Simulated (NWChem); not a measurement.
# Correlation energy of water (H$_{2}$O)

SMILES: O
```xyz
3

O      0.0000     0.0000     0.1226
H      0.7577     0.0000    -0.4905
H     -0.7577     0.0000    -0.4905
```
Charge 0, spin multiplicity 1.

Program: NWChem. Structure: optimised with PBE/def2-SVP, a minimum by its harmonic frequencies.

Basis set: cc-pVDZ. Each correlation energy counts from its own Hartree-Fock reference.

The correlated methods keep 1 core orbital frozen. No row is a measurement; the coupled-cluster row has its own basis-set and correlation limits.

One of these methods gave a correlation energy of -203.1 mHa. Which?
(A) CCSD
(B) CR-CCSD(T)
(C) RI-MP2
(D) SCS-MP2

C, RI-MP2. The others give -215.5 (CR-CCSD(T)), -212.7 (CCSD), -199.6 (SCS-MP2).
